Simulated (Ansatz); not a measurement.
Input file:

```yaml
crystal:
  periodic: [false, false, false]
  atoms:
    - {symbol: Cl, position_ang: [0.000000, 0.000000, -1.602667]}
    - {symbol: H, position_ang: [0.000000, 0.000000, -0.214667]}
    - {symbol: S, position_ang: [0.000000, 0.000000, 1.817333]}
basis:
  gaussian: {orbitals: cc-pVDZ}
magnetization: {spin_polarized: false, initial_magnetization: 2}
correlation: {method: sc_nevpt2, electrons: outside_noble_gas, active_space: {window: {electrons: 4, orbitals: 4}}}
```

```sh
$ ansatz run in.yaml --threads 1 --pin off --events-out ev --progress --plain --max-ram 2393MiB
```

Output:

```
432 factors; integrals over basis functions are off by at most 1.4e-3 eV
mean field evaluation 1: about -23334.7291 eV, gradient 1.4e1 eV
mean field evaluation 2: about -23334.7413 eV, gradient 1.4e1 eV
mean field evaluation 4: about -23335.7005 eV, gradient 1.3e0 eV
mean field evaluation 8: about -23335.7160 eV, gradient 2.4e-3 eV
mean field evaluation 16: about -23334.7584 eV, gradient 8.0e0 eV
mean field evaluation 32: about -23335.4652 eV, gradient 7.7e-4 eV
mean field evaluation 64: about -23335.5741 eV, gradient 1.8e0 eV
mean field evaluation 96: about -23335.4652 eV, gradient 1.7e-4 eV
mean field -23335.71603631 eV, -857.5717468178 hartree, gradient 1.9e-6 eV, S^2 2.000000; 11 other end points of the search recorded, 0 dependent functions left out
reference -23335.71603631 eV, -857.5717468178 hartree; 18, 16 occupied and 23, 25 virtual orbitals, 432 factors
state -23336.16537132 eV, -857.5882595750 hartree
state -23336.16537132 eV, -857.5882595750 hartree; corrected -23342.30175119 eV, -857.8137673758 hartree
Total energy: -23342.30175119 eV, -857.8137673758 hartree
```

Natural occupations: 1.9746 1.0000 1.0000 0.0254.

For the same geometry and basis UCCSDT(Q) lies 1033.3 meV lower.

Ran on 1 thread of Intel Xeon Platinum 8375C, shared host: 2.5 s wall, 0.11 GiB peak host memory.
